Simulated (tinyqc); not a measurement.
Pariser-Parr-Pople SCF with singles CI, for the molecule C=CC=C[CH2+] (SMILES; centres numbered as the heavy atoms are written), step by step. One step of it, computed by the program tinyqc.

Question. Singles CI, triplets. Over the 6 single excitations with the smallest orbital gaps: A = (e_a - e_i) delta - (ij|ab), with (pq|rs) = sum c_mp c_mq gamma_mn c_nr c_ns.

orbital energies (eV): -16.249831  -13.757890  -7.411449  -4.022655  -2.171155

coefficients:
```
         MO1        MO2        MO3        MO4        MO5
1C  0.303130   0.492791  -0.559205   0.507106   0.308872
2C  0.487986   0.507106  -0.017953  -0.492791  -0.511417
3C  0.583065   0.000000   0.611502   0.000000   0.534884
4C  0.487986  -0.507106  -0.017953   0.492791  -0.511417
5C  0.303130  -0.492791  -0.559205  -0.507106   0.308872
```

repulsion gamma_rs (eV):
```
           1C         2C         3C         4C         5C
1C  11.710000   5.474782   3.940048   2.918785   2.368484
2C   5.474782  11.710000   5.476586   3.941126   2.918785
3C   3.940048   5.476586  11.710000   5.476586   3.940048
4C   2.918785   3.941126   5.476586  11.710000   5.474782
5C   2.368484   2.918785   3.940048   5.474782  11.710000
```

Give: triplet CI matrix; triplet excitation energies.

Answer.

triplet CI matrix (eV):
```
       2>3     1>3     2>4     2>5     1>4     1>5
2>3  1.086   0.000   0.000   0.268   1.109   0.000
1>3  0.000   3.203   1.109   0.000   0.000  -0.909
2>4  0.000   1.109   3.922   0.000   0.000  -1.797
2>5  0.268   0.000   0.000   5.998  -1.797   0.000
1>4  1.109   0.000   0.000  -1.797   6.756   0.000
1>5  0.000  -0.909  -1.797   0.000   0.000   7.776
```

triplet excitation energies (eV): 0.801  2.368  3.762  4.756  8.282  8.770
